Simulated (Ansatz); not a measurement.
Job for Ansatz (a quantum-chemistry and plane-wave program): R-CCSD(T)/aug-cc-pVTZ on H2O (SMILES O) with ghost functions.

Ansatz 0.2 input:
```yaml
crystal:
  periodic: [false, false, false]
  atoms:
    - {symbol: O, position_ang: [-1.77585989, -0.04164503, 0.00545798]}
    - {symbol: H, position_ang: [-2.09585689, 0.86119097, -0.01597302]}
    - {symbol: H, position_ang: [-0.81614289, 0.05653597, 0.00073498]}
basis:
  gaussian:
    orbitals: aug-cc-pVTZ
    ghost_atoms:
      - {symbol: O, position_ang: [1.69815711, 0.03680897, -0.00515402]}
      - {symbol: H, position_ang: [2.07477811, -0.40157103, 0.76096998]}
      - {symbol: H, position_ang: [2.07042111, -0.43940403, -0.75055602]}
magnetization: {spin_polarized: false}
correlation: {method: ccsd_t, electrons: outside_noble_gas}
scf: {lower_state_search: off}
```

Question: Predict the final total energy.

Answer: -76.3425 hartree (reference determinant -76.0602, T1 diagnostic 0.010).

Question: How many basis functions does it have, and what does it roughly cost on one machine?

Answer: 184 functions; very roughly 25 core-seconds.
